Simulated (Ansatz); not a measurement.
Input file:

```yaml
crystal:
  periodic: [false, false, false]
  atoms:
    - {symbol: Si, position_ang: [0.000000, 0.000000, 0.174230]}
    - {symbol: B, position_ang: [0.000000, 0.000000, -1.864326]}
    - {symbol: H, position_ang: [0.000000, 0.000000, 1.690095]}
basis:
  gaussian: {orbitals: cc-pVTZ}
total_charge: 1
magnetization: {spin_polarized: false, initial_magnetization: 1}
correlation: {method: ccsdt_q, electrons: outside_noble_gas}
```

```sh
$ ansatz run in.yaml --threads 1 --pin off --events-out ev --progress --plain --max-ram 2393MiB
```

Log:

```
912 factors; integrals over basis functions are off by at most 2.0e-7 eV
mean field evaluation 1: about -8535.8108 eV, gradient 7.3e0 eV
mean field evaluation 2: about -8535.8117 eV, gradient 7.3e0 eV
mean field evaluation 4: about -8536.2521 eV, gradient 9.3e-1 eV
mean field evaluation 8: about -8536.2792 eV, gradient 7.8e-2 eV
mean field evaluation 16: about -8536.2508 eV, gradient 9.3e-1 eV
mean field evaluation 32: about -8532.8134 eV, gradient 1.5e-5 eV
mean field evaluation 64: about -8533.0359 eV, gradient 2.2e0 eV
mean field evaluation 96: about -8532.8101 eV, gradient 3.4e-1 eV
mean field evaluation 128: about -8532.8134 eV, gradient 1.1e-2 eV
mean field evaluation 160: about -8535.3643 eV, gradient 2.0e0 eV
...
cycle  14  -5.26667758 eV  change   -1.5e-4 eV  update   5.6e-5
cycle  15  -5.26665708 eV  change    2.1e-5 eV  update   3.0e-5
cycle  16  -5.26662184 eV  change    3.5e-5 eV  update   1.7e-5
cycle  17  -5.26662287 eV  change   -1.0e-6 eV  update   9.3e-6
cycle  18  -5.26662640 eV  change   -3.5e-6 eV  update   5.2e-6
cycle  19  -5.26663216 eV  change   -5.8e-6 eV  update   3.2e-6
cycle  20  -5.26663746 eV  change   -5.3e-6 eV  update   1.9e-6
cycle  21  -5.26663730 eV  change    1.5e-7 eV  update   1.2e-6
cycle  22  -5.26663609 eV  change    1.2e-6 eV  update   7.0e-7
cycle  23  -5.26663551 eV  change    5.9e-7 eV  update   4.3e-7
perturbative correction -0.01640418 eV, -0.0006028426 hartree
Total energy: -8541.56241956 eV, -313.8966292399 hartree
```

Ran on 1 thread of Arm Neoverse V2, shared host: 97 s wall, 0.9 GiB peak host memory.
